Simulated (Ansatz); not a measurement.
Consider the hydrogenolysis of a C–C bond: `CC(F)(F)C=O` + H₂ → `CC(F)F` + `C=O`.

Calculated with Ansatz (gas phase, PBE0-D4/def2-TZVP geometries, no zero-point term in ΔE). CBS: MP2 limit from def2 TZ/QZ plus the TZ coupled-cluster correction, frozen cores. This one scheme is used for every species. Functionals use def2-TZVPP. Each species was taken in one conformer, which may not be the lowest.

(1) Is it downhill or uphill in electronic energy at CCSD(T)/CBS, and by how much? (Estimate.)

(2) What do these levels give: PBE-D4, r2SCAN-D4, CCSD(T)/def2-TZVPP, MP2/def2-QZVPP, MP2/CBS(def2), CCSD/CBS(def2)? (Best estimate.)

Largest T1 diagnostic among the species: 0.015.

Answers

(1) Computed: Downhill: ΔE = -34.0 kJ/mol.

(2) Computed: PBE-D4 -28.9, r2SCAN-D4 -26.6, CCSD(T)/def2-TZVPP -35.0, MP2/def2-QZVPP -32.3, MP2/CBS(def2) -31.7, CCSD/CBS(def2) -39.4 kJ/mol.

The D4 term adds +8.8 kJ/mol with B3LYP and +4.8 kJ/mol with PBE0; it sums over pairs of atoms, weighted by their polarisabilities, and B3LYP, whose exchange is more repulsive, gets the larger term. From PBE to PBE0 (25 % exact exchange), in def2-TZVPP and without D4, ΔE moves by −4.4 kJ/mol. In def2-TZVPP, CCSD(T) changes the Hartree–Fock value by +22.4 kJ/mol (the triples alone add +5.4 kJ/mol) and MP2 by +24.7 kJ/mol.

B3LYP here is the variant with VWN-RPA as its local correlation; programs differ in this.
